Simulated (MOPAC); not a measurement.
MOPAC input (AM1):

```
AM1 1SCF GEO-OK AUX(PRECISION=9) THREADS=1
C4H10

C     0.69937568 1    1.82728426 1    0.00054562 1
C     0.70156397 1    0.30144699 1    0.00086227 1
C    -0.70156397 1   -0.30144699 1   -0.00086227 1
C    -0.69937568 1   -1.82728426 1   -0.00054562 1
H     1.71402131 1    2.22985319 1    0.00179956 1
H    -1.71402131 1   -2.22985319 1   -0.00179956 1
H     0.18459666 1    2.21933891 1    0.88117291 1
H     0.18691897 1    2.21897643 1   -0.88159613 1
H    -0.18691897 1   -2.21897643 1    0.88159613 1
H    -0.18459666 1   -2.21933891 1   -0.88117291 1
H     1.25015028 1   -0.06514793 1   -0.87321431 1
H     1.24784513 1   -0.06478813 1    0.87653194 1
H    -1.24784513 1    0.06478813 1   -0.87653194 1
H    -1.25015028 1    0.06514793 1    0.87321431 1
```

Output:

```
 *******************************************************************************
 **                                                                           **
 **                              MOPAC v23.2.5                                **
 **                                                                           **
 *******************************************************************************
 ** MOPAC's Digital Object Identifier: https://doi.org/10.5281/zenodo.6511958 **
 **                                                                           **
 ** Please cite the open-source release paper for use of this MOPAC version:  **
 ** J. E. Moussa and J. J. P. Stewart (2026)                                  **
 ** MOPAC: An open-source semiempirical molecular orbital program             **
 ** J. Open Source Softw., 11(119), 8025, https://doi.org/10.21105/joss.08025 **
 *******************************************************************************

                              AM1 CALCULATION RESULTS

 *******************************************************************************
 *  AM1        - The AM1 Hamiltonian to be used
 *  GEO-OK     - OVERRIDE INTERATOMIC DISTANCE AND OTHER SAFETY CHECKS
 *  1SCF       - DO 1 SCF AND THEN STOP
 *  AUX        - OUTPUT AUXILIARY INFORMATION
 *******************************************************************************
AM1 1SCF GEO-OK AUX(PRECISION=9) THREADS=1
 C4H10

   ATOM   CHEMICAL          X               Y               Z
  NUMBER   SYMBOL      (ANGSTROMS)     (ANGSTROMS)     (ANGSTROMS)

     1       C          0.69937568  *   1.82728426  *   0.00054562  *
     2       C          0.70156397  *   0.30144699  *   0.00086227  *
     3       C         -0.70156397  *  -0.30144699  *  -0.00086227  *
     4       C         -0.69937568  *  -1.82728426  *  -0.00054562  *
     5       H          1.71402131  *   2.22985319  *   0.00179956  *
     6       H         -1.71402131  *  -2.22985319  *  -0.00179956  *
     7       H          0.18459666  *   2.21933891  *   0.88117291  *
     8       H          0.18691897  *   2.21897643  *  -0.88159613  *
     9       H         -0.18691897  *  -2.21897643  *   0.88159613  *
    10       H         -0.18459666  *  -2.21933891  *  -0.88117291  *
    11       H          1.25015028  *  -0.06514793  *  -0.87321431  *
    12       H          1.24784513  *  -0.06478813  *   0.87653194  *
    13       H         -1.24784513  *   0.06478813  *  -0.87653194  *
    14       H         -1.25015028  *   0.06514793  *   0.87321431  *

          CARTESIAN COORDINATES

    NO.       ATOM           X           Y           Z

     1         C          0.6994      1.8273      0.0005
     2         C          0.7016      0.3014      0.0009
     3         C         -0.7016     -0.3014     -0.0009
     4         C         -0.6994     -1.8273     -0.0005
     5         H          1.7140      2.2299      0.0018
     6         H         -1.7140     -2.2299     -0.0018
     7         H          0.1846      2.2193      0.8812
     8         H          0.1869      2.2190     -0.8816
     9         H         -0.1869     -2.2190      0.8816
    10         H         -0.1846     -2.2193     -0.8812
    11         H          1.2502     -0.0651     -0.8732
    12         H          1.2478     -0.0648      0.8765
    13         H         -1.2478      0.0648     -0.8765
    14         H         -1.2502      0.0651      0.8732

  H: (AM1): M.J.S. DEWAR ET AL, J. AM. CHEM. SOC. 107 3902-3909 (1985)
  C: (AM1): M.J.S. DEWAR ET AL, J. AM. CHEM. SOC. 107 3902-3909 (1985)

           Empirical Formula: C4 H10  =    14 atoms

      MOLECULAR POINT GROUP   :   C2h

      RHF CALCULATION, NO. OF DOUBLY OCCUPIED LEVELS = 13

 -------------------------------------------------------------------------------
 AM1 1SCF GEO-OK AUX(PRECISION=9) THREADS=1
 C4H10

     1SCF WAS SPECIFIED, SO BFGS WAS NOT USED
     SCF FIELD WAS ACHIEVED

                              AM1 CALCULATION
                                                       MOPAC v23.2.5 Linux

          FINAL HEAT OF FORMATION =        -27.64198 KCAL/MOL =    -115.65404 KJ/MOL

          COSMO AREA              =        116.33 SQUARE ANGSTROMS
          COSMO VOLUME            =        101.22 CUBIC ANGSTROMS

          IONIZATION POTENTIAL    =         11.270670 EV
          HOMO LUMO ENERGIES (EV) =        -11.271  3.866
          NO. OF FILLED LEVELS    =         13
          MOLECULAR WEIGHT        =         58.1230         POINT GROUP:  C2h

          MOLECULAR DIMENSIONS (Angstroms)

            Atom       Atom       Distance
            H     6    H     5     5.62499
            H     9    H     8     2.98612
            H    10    H     7     2.84570

          SCF CALCULATIONS        =          1

   ATOM   CHEMICAL          X               Y               Z
  NUMBER   SYMBOL      (ANGSTROMS)     (ANGSTROMS)     (ANGSTROMS)

     1       C          0.69937568  *   1.82728426  *   0.00054562  *
     2       C          0.70156397  *   0.30144699  *   0.00086227  *
     3       C         -0.70156397  *  -0.30144699  *  -0.00086227  *
     4       C         -0.69937568  *  -1.82728426  *  -0.00054562  *
     5       H          1.71402131  *   2.22985319  *   0.00179956  *
     6       H         -1.71402131  *  -2.22985319  *  -0.00179956  *
     7       H          0.18459666  *   2.21933891  *   0.88117291  *
     8       H          0.18691897  *   2.21897643  *  -0.88159613  *
     9       H         -0.18691897  *  -2.21897643  *   0.88159613  *
    10       H         -0.18459666  *  -2.21933891  *  -0.88117291  *
    11       H          1.25015028  *  -0.06514793  *  -0.87321431  *
    12       H          1.24784513  *  -0.06478813  *   0.87653194  *
    13       H         -1.24784513  *   0.06478813  *  -0.87653194  *
    14       H         -1.25015028  *   0.06514793  *   0.87321431  *

                             CARTESIAN COORDINATES

   1    C        0.699375680     1.827284260     0.000545620
   2    C        0.701563970     0.301446990     0.000862270
   3    C       -0.701563970    -0.301446990    -0.000862270
   4    C       -0.699375680    -1.827284260    -0.000545620
   5    H        1.714021310     2.229853190     0.001799560
   6    H       -1.714021310    -2.229853190    -0.001799560
   7    H        0.184596660     2.219338910     0.881172910
   8    H        0.186918970     2.218976430    -0.881596130
   9    H       -0.186918970    -2.218976430     0.881596130
  10    H       -0.184596660    -2.219338910    -0.881172910
  11    H        1.250150280    -0.065147930    -0.873214310
  12    H        1.247845130    -0.064788130     0.876531940
  13    H       -1.247845130     0.064788130    -0.876531940
  14    H       -1.250150280     0.065147930     0.873214310

           Empirical Formula: C4 H10  =    14 atoms

      MOLECULAR POINT GROUP   :   C2h

                  EIGENVALUES
 -36.21040 -30.98062 -24.85303 -21.82560 -16.14685 -14.73573 -14.62973 -13.99868
 -12.83303 -12.15202 -12.14759 -11.62239 -11.27067   3.86619   3.97192   4.32442
   4.40323   4.61750   4.88215   4.89749   4.92603   5.14149   5.20576   5.32818
   5.34116   5.52193

              NET ATOMIC CHARGES AND DIPOLE CONTRIBUTIONS

  ATOM NO.   TYPE          CHARGE      No. of ELECS.   s-Pop       p-Pop
    1          C          -0.206489        4.2065     1.21585     2.99064
    2          C          -0.155297        4.1553     1.21231     2.94298
    3          C          -0.155297        4.1553     1.21231     2.94298
    4          C          -0.206489        4.2065     1.21585     2.99064
    5          H           0.071799        0.9282     0.92820
    6          H           0.071799        0.9282     0.92820
    7          H           0.069620        0.9304     0.93038
    8          H           0.069620        0.9304     0.93038
    9          H           0.069620        0.9304     0.93038
   10          H           0.069620        0.9304     0.93038
   11          H           0.075374        0.9246     0.92463
   12          H           0.075374        0.9246     0.92463
   13          H           0.075374        0.9246     0.92463
   14          H           0.075374        0.9246     0.92463
 DIPOLE           X         Y         Z       TOTAL
 POINT-CHG.    -0.000    -0.000     0.000     0.000
 HYBRID         0.000     0.000    -0.000     0.000
 SUM           -0.000     0.000    -0.000     0.000

          ATOMIC ORBITAL ELECTRON POPULATIONS

     Atom    s        px        py        pz
    1  C   1.21585   1.01830   0.95253   1.01981
    2  C   1.21231   0.96851   0.95036   1.02412
    3  C   1.21231   0.96851   0.95036   1.02412
    4  C   1.21585   1.01830   0.95253   1.01981
    5  H   0.92820
    6  H   0.92820
    7  H   0.93038
    8  H   0.93038
    9  H   0.93038
   10  H   0.93038
   11  H   0.92463
   12  H   0.92463
   13  H   0.92463
   14  H   0.92463

 **********************
 *                    *
 * JOB ENDED NORMALLY *
 *                    *
 **********************

 == MOPAC DONE ==
```
